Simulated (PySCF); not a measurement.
# Working out the ionisation energy of O

O [He] 2s2 2p4 (3P) → O⁺ [He] 2s2 2p3 (4S). Computed with PySCF 2.14 in def2-SVP (3s2p1d, 14 functions), with the non-relativistic Hamiltonian (point nucleus). Frozen: 1s2. Energies in hartree (1 hartree = 27.21139 eV):

```
            part   O (lower)  O⁺ (upper)
             UHF  -74.720101  -74.276071
CCSD correlation   -0.116537   -0.083874
             (T)   -0.000832   -0.000568
```

**Question.** What does Hartree-Fock give?

**Answer.** (-74.276071) − (-74.720101) = 0.444030 hartree = 12.083 eV.

**Question.** What do CCSD and CCSD(T) give?

**Answer.** The CCSD correlation energies differ by 0.032663 hartree = 0.889 eV and the triples by 0.000264 hartree = 0.007 eV, so CCSD gives 12.972 eV and CCSD(T) 12.979 eV.

Measured between the centres of the two terms (NIST): 13.608 eV, so CCSD(T) (valence) is off by -0.629 eV.

A double-zeta basis recovers only part of the correlation energy.

What remains against the reference includes basis incompleteness, the frozen core and higher excitations.
